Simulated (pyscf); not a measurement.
Optimised with ωB97X-D3(BJ)/def2-SVP in PySCF.

Task: Estimate the classical barrier height and the reaction energy of `[O]=[Cr](=[O])([OH])[OH]` -> `[O]=[Cr](=[O])=[O]` + `[OH2]` at ωB97M-D3(BJ)/def2-TZVP. The step runs on the singlet surface, breaks Cr–O, H–O and forms H–O; take the reactant's lowest minimum found as zero.

Result: ΔE‡ = 42.3 kcal/mol, ΔE = +58.1 kcal/mol. Zero-point energy shifts the barrier by -2.7 kcal/mol. It is an elimination, with an imaginary mode of 1786i cm⁻¹. On the product side the descent ends in an adduct with a Cr–O contact, 42.0 kcal/mol under the separated species and 25.1 kcal/mol under the saddle at ωB97X-D3(BJ)/def2-TZVP. At ωB97M-D3(BJ) the saddle lies under the separated products, which points to a path from their complex (located at ωB97X-D3(BJ) alone), and parting the products costs more than the saddle. What is counted as broken (Cr–O) persists as a longer contact in the product adduct; parting that adduct is a step of its own. One saddle was located; it need not be the lowest between these sides.
